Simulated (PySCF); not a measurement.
Method: PySCF energies plus ideal-gas RRHO corrections (1 bar). The comparison is the NASA 1993 polynomial table, which mixes measured and estimated data. 6-31G* has spherical d functions here. All species are closed-shell singlets. B3LYP is the form with VWN-RPA correlation. The harmonic model lacks anharmonicity and excited electronic states, which grow with temperature; levels with a mode under 35 cm⁻¹ are left out. The table's entry may be an old estimate for C4H8 (cyclic) (not checked at source).

Harmonic frequencies at B3LYP/6-31G* (cm⁻¹): 188, 641, 760, 760, 891, 924, 924, 952, 972, 1023, 1183, 1189, 1263, 1263, 1271, 1277, 1309, 1309, 1512, 1512, 1519, 1551, 3063, 3063, 3063, 3070, 3098, 3112, 3112, 3129. Point group D2d; S°(298 K) = 263.7 J/mol/K at this level.

Problem. Work out Cp and S° of gaseous C4H8 (cyclic) at 500, 800, 1200, 1600, 2000 K from these, and set them beside the table.

Solution. 
```tsv
T (K)	Cp B3LYP/6-31G*	Cp table	S° B3LYP/6-31G*	S° table
500	120.4	121.6	311.8	313.2
800	173.2	174.6	380.9	383.2
1200	214.0	213.6	459.6	462.2
1600	237.3	236.7	524.7	527.0
2000	251.0	251.5	579.2	581.5
```
Units J/mol/K.
